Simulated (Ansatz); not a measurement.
# Relaxing Ba2Al

The calculation used DFT PBE, scalar-relativistic, plane waves, PAW (Ansatz). Cutoff 420 eV, Γ-centred k mesh, Gaussian smearing, no spin polarisation in the final step.

Ba2Al was placed on the cubic Laves (C15) structure type (Fd-3m, No. 227), with Al in place of Mg, Ba in place of Cu, at a guessed volume.

```
Ba Al
1.0
     0.00000    4.50030    4.50030
     4.50030    0.00000    4.50030
     4.50030    4.50030    0.00000
Ba Al
4 2
Direct
  0.62500 0.62500 0.62500
  0.12500 0.62500 0.62500
  0.62500 0.62500 0.12500
  0.62500 0.12500 0.62500
  0.00000 0.00000 0.00000
  0.25000 0.25000 0.25000
```

Cell and atoms relax at zero pressure; the relaxation can't lower the symmetry of the start. After a coarse first stage the cell is made exact in the group found at 0.06 Å.

The zero of energy is the elements' standard structures at the same level; no fitted shifts are applied.

**Question.** Describe the relaxed structure.

**Answer.** It keeps Fd-3m (No. 227). The result has the cubic Laves (C15) structure. Conventional cell: a = 10.038 Å. Around Ba lie 6 Ba at 3.55 Å and 6 Al at 4.16 Å; Al is coordinated by 12 Ba at 4.16 Å and 4 Al at 4.35 Å.

```
Ba Al
1.0
     0.00000    5.01886    5.01886
     5.01886    0.00000    5.01886
     5.01886    5.01886    0.00000
Ba Al
4 2
Direct
  0.62500 0.62500 0.62500
  0.12500 0.62500 0.62500
  0.62500 0.62500 0.12500
  0.62500 0.12500 0.62500
  0.00000 0.00000 0.00000
  0.25000 0.25000 0.25000
```

**Question.** What are its volume, energy, density and gap?

**Answer.** The volume per atom is 42.14 Å³, the density is 3.96 g/cm³ and the energy over the elements is 0.58 eV/atom. The gap on the 8×8×8 mesh is 0 eV (a metal).

The final run used a 8×8×8 mesh on its 6-atom cell and 0.10 eV smearing. For metals, differences of a few meV/atom aren't resolved. Symmetry constrained the relaxation, so the result can be a saddle point.

Cost: 3 runs of about 1.3 core-minutes in all, on Intel Xeon Platinum 8488C (Sapphire Rapids) (shared hosts).